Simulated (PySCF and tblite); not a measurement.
Values are calculated unless marked as measured or tabulated.
# Conformers and averaged properties: C3H6Cl2, numbered as in [CH3:1][C@H:2]([Cl:3])[CH2:4][Cl:5]

Level: PBE0-D3(BJ)/def2-TZVP//PBE0-D3(BJ)/def2-SVP, thermal terms from GFN2-xTB, symmetry numbers and mirror pairs counted. Conformers within 4 kcal/mol (GFN2-xTB free energy) were kept, 5 at most. GIAO shieldings: PBE0/pcSseg-1. Shifts are against TMS (¹H), TMS (¹³C) at the same level; of two unlike H on one atom, a is the less shielded. Run with PySCF (density fitting) and tblite.

Torsions listed: Cl3–C2–C4–Cl5.

| conformer | shape | symmetry | E(GFN2) kcal/mol | E(DFT) kcal/mol | G(298.15 K) kcal/mol | weight % | dipole D |
| --- | --- | --- | --- | --- | --- | --- | --- |
| 1 | 173° | C1 | 0.00 | 0.00 | 0.00 | 85.7 | 0.52 |
| 2 | 65° | C1 | 1.55 | 1.53 | 1.46 | 7.4 | 2.98 |
| 3 | -67° | C1 | 1.71 | 1.46 | 1.49 | 6.9 | 2.76 |

Weights (%) against temperature:

```
 T (K)     1     2     3  S(mix) cal/mol/K
   220  93.2   3.4   3.4              0.59
   260  89.4   5.4   5.2              0.82
298.15  85.7   7.4   6.9              1.01
   340  81.8   9.4   8.7              1.19
   380  78.5  11.2  10.3              1.33
```

Averaged shifts at 298.15 K. ¹H: 3.63 (H2, 1H), 3.51 (H4a, 1H), 3.13 (H4b, 1H), 1.48 (H1, 3H) ppm. ¹³C: 61.1 (C2), 54.2 (C4), 23.2 (C1) ppm.

Coordinates of conformer 1 (Å):

```xyz
11

C     1.085    0.518   -0.522
C    -0.038    0.340    0.472
Cl    0.631   -0.071    2.096
C    -1.019   -0.764    0.125
Cl   -1.903   -0.384   -1.381
H     1.674   -0.408   -0.611
H     1.756    1.329   -0.208
H     0.666    0.764   -1.509
H    -0.590    1.282    0.610
H    -0.495   -1.718   -0.022
H    -1.763   -0.884    0.923
```

Shifts are unscaled: against experiment ¹³C can be off by 15 ppm or more and ¹H by 0.8 ppm.

Search and properties took 52 s on 1 thread of Intel Xeon Platinum 8488C (shared host) (rough), launched as `OMP_NUM_THREADS=1 python ens_run.py task.json out`.
